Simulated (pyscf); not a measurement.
Thermochemistry of product channels of H₃C–In (SMILES [CH3][In]) [singlet] + H₂S (SMILES S) on the singlet surface, in kJ/mol, from CCSD(T)/def2-TZVPP + ΔMP2(QZVPP) energies (ideal gas, 1 atm, RRHO with modes under 100 cm⁻¹ raised to 100, one conformer, R ln 2 for chiral ones without a mode under 150 cm⁻¹). PySCF, gas phase, ωB97X-D3(BJ)/def2-SVP geometries. Correlated levels are frozen-core, on RHF or UHF. ΔMP2 is the change of the MP2 total energy from the triple- to the quadruple-zeta basis.

```json
[
 {"products": "H₃C–InH–SH (SMILES [CH3][InH][SH])", "ΔE": "…", "ΔH(298 K)": "-89.6", "ΔG(298 K)": "-51.2", "ΔG(1200 K)": "+55.2"},
 {"products": "HS–In (SMILES [SH][In]) [singlet] + CH₄ (SMILES C)", "ΔE": "…", "ΔH(298 K)": "-153.7", "ΔG(298 K)": "-152.0", "ΔG(1200 K)": "-142.8"}
]
```

### Question
Fill in the missing entries.

### Answer

- H₃C–InH–SH (SMILES [CH3][InH][SH]), ΔE: -92.6
- HS–In (SMILES [SH][In]) [singlet] + CH₄ (SMILES C), ΔE: -163.7

The channel to H₃C–InH–SH turns unfavourable between 298 and 1200 K (ΔG from -51.2 kJ/mol to +55.2 kJ/mol).

These are energies of the channels, which say nothing of barriers. The CCSD(T) − MP2 part came from Ansatz, without density fitting, on the same reference. The frozen core leaves the outer d or s,p core shells of the metals and heavy elements correlated in the MP2 and CC values, and def2-TZVPP describes them poorly, which can shift differences by a few kcal/mol. Elements past Kr carry the def2 core potentials, without spin-orbit coupling.
